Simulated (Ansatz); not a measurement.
## Heat of formation of C2H5Cl (chloroethane) from total energies

The species is C2H5Cl (8 atoms), meant as a singlet with charge 0. SMILES: `CCCl`. The shape is that of a PBE0-D4/def2-TZVP optimisation.

Total energies at wB97X/6-311+G** (Ansatz 0.2.0); the atoms run unrestricted:

```tsv
species	state	energy (Eh)
C2H5Cl	singlet	-539.435590
C	triplet	-37.844021
Cl	doublet	-460.146009
H	doublet	-0.501395
```

Harmonic wavenumbers at PBE0-D4/def2-TZVP, in cm⁻¹: 262, 333, 692, 787, 994, 1077, 1098, 1275, 1314, 1406, 1476, 1486, 1493, 3054, 3096, 3130, 3136, 3162.

Measured heats of formation of the gaseous atoms at 298.15 K, in kJ/mol: C 716.9, Cl 121.3, H 218.0. Spin-orbit lowering of the atoms at 298 K (mean of the ground term's levels less their thermal mean, from spectra), in kJ/mol: C 0.02, Cl 3.44. Take 1 Eh = 2625.50 kJ/mol, 1 cm⁻¹ = 0.0119627 kJ/mol, RT = 2.479 kJ/mol.

Work out the heat of formation of the gas at 298 K.


1. Electronic atomisation energy: 2 × (-37.844021) + (-460.146009) + 5 × (-0.501395) − (-539.435590) = 1.094564 Eh = 2873.8 kJ/mol.
2. Zero-point energy: half the sum of the wavenumbers, 14635.5 cm⁻¹ = 175.1 kJ/mol.
3. Thermal vibrational enthalpy, Σ hcν̃/(exp(hcν̃/kT) − 1): 3.1 kJ/mol. Translation, rotation and pV of a non-linear molecule: 4 RT = 9.9 kJ/mol.
4. The 8 free atoms carry 5/2 RT each: 49.6 kJ/mol.
5. Spin-orbit coupling lowers the free atoms by 2 × 0.02 + 3.44 = 3.5 kJ/mol.
6. Atomisation enthalpy at 298 K: 2873.8 − 3.5 − 175.1 − 3.1 − 9.9 + 49.6 = 2731.8 kJ/mol.
7. Sum of the atoms' heats of formation: 2645.1 kJ/mol. Heat of formation: 2645.1 − 2731.8 = -86.7 kJ/mol.

The tabulated value is -111.2 kJ/mol (Active Thermochemical Tables), so this level is off by +24.5 kJ/mol, or 0.9 % of the atomisation enthalpy that the table implies (2756.3 kJ/mol). Anharmonicity and any spin-orbit splitting of the molecule are left out.
